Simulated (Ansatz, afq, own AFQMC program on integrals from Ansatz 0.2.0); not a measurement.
AFQMC on a folder of integrals that Ansatz 0.2.0 wrote.

```yaml
crystal:
  periodic: [false, false, false]
  atoms:
    - {symbol: N, position_ang: [0.000000, 0.000000, 0.000000]}
    - {symbol: H, position_ang: [1.024021, 0.013755, -0.000070]}
    - {symbol: H, position_ang: [-0.523923, 0.879946, -0.002762]}
    - {symbol: H, position_ang: [-0.500098, -0.893701, 0.002832]}
basis:
  gaussian: {orbitals: 6-31G}
total_charge: 1
magnetization: {spin_polarized: true, initial_magnetization: 1}
correlation: {method: ccsd_t, electrons: outside_noble_gas, hamiltonian_folder: ham}
```

```sh
$ ansatz run in.yaml --threads 1 --pin off --events-out ev --progress --plain --max-ram 1843MiB
```

Options of the walk:

```
--method phaseless --trial hf --walkers 400 --populations 1 --least-time 40 --time-step 0.005 --steps-per-block 20 --equilibration-blocks 112 --max-blocks 600 --target-error 0.0009600 --factor-cut 1e-05 --start spin_pure --seed 1149 --taylor-order 6
```

Times are imaginary, in 1/Eh. The walk had a cap of 452 s.

Log:

```
orbitals 14  electrons 4 3  factors 85 of 228
reference energy -55.85888677 Eh
CCSD correlation -0.10317268 Eh in 8 cycles, weight of the determinant in the CISD state 0.9588
energy of the start -55.859336 Eh
 block  time / (1/Eh)  mean weight  energy / Eh
     1     0.100  1.0006  -55.883599
     2     0.200  1.0006  -55.901072
     3     0.300  1.0007  -55.916774
     4     0.400  0.9999  -55.919458
     5     0.500  1.0010  -55.931852
     7     0.700  0.9995  -55.949526
     9     0.900  1.0002  -55.961413
    13     1.300  1.0001  -55.957696
    37     3.700  0.9997  -55.958261
    61     6.100  1.0009  -55.972471
    85     8.500  0.9999  -55.959844
   109    10.900  1.0006  -55.959284
   133    13.300  0.9993  -55.960817
   157    15.700  1.0003  -55.955627
   181    18.100  0.9996  -55.963455
   205    20.500  1.0011  -55.951317
   229    22.900  1.0001  -55.948748
   253    25.300  0.9996  -55.968545
   277    27.700  1.0008  -55.985478
   301    30.100  1.0001  -55.959253
   325    32.500  0.9999  -55.975384
   349    34.900  0.9996  -55.962709
   373    37.300  1.0000  -55.967282
   397    39.700  1.0000  -55.964819
   421    42.100  0.9996  -55.952844
   445    44.500  1.0001  -55.962202
   469    46.900  1.0002  -55.966888
   493    49.300  1.0001  -55.963445
   505    50.500  0.9995  -55.965093
blocks merged  error / Eh  count
     1  0.000374  400
     2  0.000493  200
     4  0.000626  100
     8  0.000776  50
    16  0.000922  25
    32  0.000958  12
energy -55.963888 +/- 0.000922 Eh
(rows thinned)
```

The run passed its tests (sampling time, drift between the halves within three errors, error under three times the target), which doesn't prove that it has relaxed.

Against this walk (error 25.1 meV) on the same determinant: CCSD(T) 27.0 meV higher (within the noise), CCSDT(Q) 18.5 meV higher (within the noise), CCSDTQ 18.2 meV higher (within the noise), full CI 18.2 meV higher (within the noise), a separate phaseless walk with a CISD trial and standard settings 18.6 ± 25.2 meV higher (within the noise). The error is statistical and leaves out the bias of the constraint.

Cautions: constraint bias not in the error.

The walk took 100 s on 1 thread of Arm Neoverse V1, with other jobs on the host. The log's last line is the phaseless energy.

CCSDT and higher add their correlation energy to the determinant of the CCSD(T) run, since their own runs factorise the integrals more tightly (a shift of under 2 meV). A walk keeps the symmetry of its determinant, which the program's search chose and which needn't be the lowest solution, so a lower state of the same spin and another symmetry isn't excluded.
